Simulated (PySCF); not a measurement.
Species: C3H4F2.
Z-matrix (Å and degrees, PBE0-D3(BJ)/def2-SVP geometry), rows numbered from 1:
```
F 
C   1  1.3293
C   2  1.3281  1  122.34
C   3  1.4900  2  122.64  1   179.96
F   4  1.3705  3  111.38  2     0.45
H   2  1.0930  1  113.39  3  -179.90
H   3  1.0943  2  119.55  1     0.16
H   4  1.1058  3  110.59  2   121.21
H   4  1.1061  3  110.52  2  -120.30
```

Jobs on this species (9 atoms, 40 electrons) with PySCF (density fitting). Hardware of each: an Arm Neoverse V1 with one thread (shared host). Other jobs ran on the host; a repeat could differ by tens of per cent or more. Peak memory is the resident size of the whole Python process, interpreter and libraries included.

```json
{"level and settings": "delta-SCF UKS PBE, pcX-2 on the ionised atom, pcseg-1 elsewhere, spin-free X2C", "work": "ΔSCF core ionisation, 5 holes", "basis functions": "121", "SCF cycles": "?", "wall time": "?", "peak memory": "?"}
{"level and settings": "delta-SCF UKS SCAN, pcX-2 on the ionised atom, pcseg-1 elsewhere, non-relativistic", "work": "ΔSCF core ionisation, 5 holes", "basis functions": "121", "SCF cycles": "?", "wall time": "?", "peak memory": "?"}
{"level and settings": "delta-SCF UKS SCAN, def2-TZVP on the ionised atom, pcseg-1 elsewhere, spin-free X2C", "work": "ΔSCF core ionisation, 5 holes", "basis functions": "107", "SCF cycles": "93", "wall time": "20 s", "peak memory": "0.38 GiB"}
{"level and settings": "delta-SCF UKS SCAN, pcX-1 on the ionised atom, pcseg-1 elsewhere, spin-free X2C", "work": "ΔSCF core ionisation, 5 holes", "basis functions": "100", "SCF cycles": "92", "wall time": "18 s", "peak memory": "0.38 GiB"}
{"level and settings": "delta-SCF UKS SCAN, pcX-2 on the ionised atom, pcseg-1 elsewhere, spin-free X2C", "work": "ΔSCF core ionisation, 5 holes", "basis functions": "121", "SCF cycles": "91", "wall time": "22 s", "peak memory": "0.38 GiB"}
{"level and settings": "delta-SCF UKS PBE0, pcX-2 on the ionised atom, pcseg-1 elsewhere, spin-free X2C", "work": "ΔSCF core ionisation, 5 holes", "basis functions": "121", "SCF cycles": "79", "wall time": "22 s", "peak memory": "0.43 GiB"}
{"level and settings": "delta-SCF UKS B3LYP, pcX-2 on the ionised atom, pcseg-1 elsewhere, spin-free X2C", "work": "ΔSCF core ionisation, 5 holes", "basis functions": "121", "SCF cycles": "81", "wall time": "22 s", "peak memory": "0.43 GiB"}
{"level and settings": "PBE0-D3(BJ)/def2-SVP, grid level 1", "work": "geometry optimisation from a GFN2-xTB start shaken at random", "basis functions": "90", "SCF cycles": "54", "wall time": "20 s", "peak memory": "0.36 GiB"}
{"level and settings": "delta-SCF UKS HF, pcX-2 on the ionised atom, pcseg-1 elsewhere, spin-free X2C", "work": "ΔSCF core ionisation, 5 holes", "basis functions": "121", "SCF cycles": "88", "wall time": "13 s", "peak memory": "0.38 GiB"}
```

**Question.** Fill in the missing figures.

**Answer.** 
- delta-SCF UKS PBE, pcX-2 on the ionised atom, pcseg-1 elsewhere, spin-free X2C; ΔSCF core ionisation, 5 holes: 13 s, 0.38 GiB, 85 SCF cycles
- delta-SCF UKS SCAN, pcX-2 on the ionised atom, pcseg-1 elsewhere, non-relativistic; ΔSCF core ionisation, 5 holes: 21 s, 0.38 GiB, 91 SCF cycles

**Question.** What do all jobs in the table cost together?

**Answer.** About 2.9 min; the longest takes about 13 % of that, and about 1.7 times as long as the shortest.
